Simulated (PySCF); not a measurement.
# Rotational lines of BCl

Lines J+1 ← J of the vibrational ground state, computed from PBE0 constants of BCl, ¹Σ⁺ (singlet), closed shell (B def2-TZVP, Cl def2-TZVP; no relativity (PySCF 2.14); masses 11.0093 and 34.9689 u), in MHz:

```csv
J,ν (MHz)
5,244163.1
6,284837.3
7,325502.5
8,366157.3
9,406800.4
```

Q: Find B0 and the effective bond length r0; with αe = 0.00668 cm⁻¹, find Re.

A: ν = 2B0(J+1) − 4D(J+1)³ gives B0 = 0.67883 cm⁻¹. With the reduced mass μred = 8.3732 u, r0 = √(16.8576/(μred·B0)) (u, cm⁻¹, Å) = 1.7222 Å. Be = B0 + αe/2 = 0.68217 cm⁻¹ gives Re = 1.718 Å.
